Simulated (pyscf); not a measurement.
HO–Si(Cl)(Cl)–Cl + HF → H₂O + F–Si(Cl)(Cl)–Cl, a four-centre exchange (singlet surface; O–Si, F–H broken, H–O, F–Si formed). Single points on ωB97X-D3(BJ)/def2-SVP structures (PySCF, gas phase). Energies in kcal/mol from the separated reactants.

Small-basis levels: PySCF, no dispersion term, spherical d functions. AM1 to PM7: differences of heats of formation from MOPAC, which are fitted to 298 K values and so differ in kind from electronic energies by zero-point and thermal terms. GFN2-xTB: tblite. Cost: rough CPU time at the saddle relative to B3LYP/6-31G*, from one job on a shared machine.

```json
[
 {"level": "HF/3-21G", "barrier": "-0.8", "reaction energy": "-5.8", "cost": "0.07"},
 {"level": "MP2/6-31G*", "barrier": "[?]", "reaction energy": "-13.1", "cost": "0.1"},
 {"level": "BP86/6-31G*", "barrier": "5.5", "reaction energy": "-14.4", "cost": "2"},
 {"level": "PBE/6-31G*", "barrier": "3.0", "reaction energy": "-14.8", "cost": "2"},
 {"level": "B3LYP/6-31G*", "barrier": "9.7", "reaction energy": "-15.0", "cost": "1"},
 {"level": "M06-2X/6-31G*", "barrier": "7.9", "reaction energy": "-12.0", "cost": "2"},
 {"level": "PBE/def2-SVP", "barrier": "4.7", "reaction energy": "-9.0", "cost": "1"},
 {"level": "GFN2-xTB", "barrier": "25.7", "reaction energy": "-7.7", "cost": "under 0.02"},
 {"level": "AM1", "barrier": "42.8", "reaction energy": "-13.2", "cost": "under 0.02"},
 {"level": "PM3", "barrier": "38.1", "reaction energy": "-3.5", "cost": "under 0.02"},
 {"level": "PM6", "barrier": "15.2", "reaction energy": "-14.5", "cost": "under 0.02"},
 {"level": "PM7", "barrier": "32.2", "reaction energy": "-15.0", "cost": "under 0.02"},
 {"level": "ωB97M-D3(BJ)/def2-TZVP", "barrier": "[?]", "reaction energy": "-7.8", "cost": "–"}
]
```

Problem. Some entries are withheld; supply them.

Solution. 
- MP2/6-31G*, barrier: 13.3
- ωB97M-D3(BJ)/def2-TZVP, barrier: 19.0

Against the last row the barrier runs from -19.9 (HF/3-21G) to +23.7 kcal/mol (AM1). At HF/3-21G this geometry lies under one side, so the entry may be no barrier of that level: it is a single point on another level's saddle. ωB97M-D3(BJ)/def2-TZVP has limits of its own. On the reactant side the descent ends in a complex, 5.0 kcal/mol under the separated species and 24.3 kcal/mol under the saddle at ωB97X-D3(BJ)/def2-TZVP. One saddle was located; it need not be the lowest between these sides.
